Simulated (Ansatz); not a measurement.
A made-up structure of C₂H₃O, doublet:

```
6
angstrom
C -0.1506 0.3609 -0.2462
C 0.8118 -1.4398 1.0509
O -0.0953 -0.9378 0.4969
H -0.9297 0.9838 0.1969
H 0.8141 0.8757 -0.2224
H -0.4502 0.1571 -1.2761
```

It is relaxed with PBE-D4/def2-SVP and then PBE0-D4/def2-TZVP (Ansatz 0.2.0). Atoms count as bonded within 1.22 times the sum of their covalent radii (H–H: 0.88 Å). The end point is not checked to be a true minimum.

Problem. Does its bonding change? (A judgement: the text doesn't fix the answer.)

Solution. The calculation gives: No: no bond forms or breaks.

Where it ends: The first stage lowers the energy by 0.28 eV in 6 steps. It ends as C₂H₃O ([C][O][CH3]):
C1  (-0.166, 0.359, -0.252)
C2  (0.863, -1.350, 1.026)
O3  (-0.170, -0.932, 0.463)
H4  (-0.920, 0.982, 0.223)
H5  (0.828, 0.795, -0.176)
H6  (-0.436, 0.145, -1.284)
(Å)

Labels in which every atom is bracketed show which atoms are joined, not bond orders.

For scale, one of the runs: PBE0-D4/def2-TZVP relaxation, 111 basis functions, launched by `ansatz run in.yaml --threads 2 --pin off --events-out ev --progress --plain --max-ram 4352MiB`. Hardware: 2 CPU threads of an Arm Neoverse V2, shared host. Wall time about 13 s.
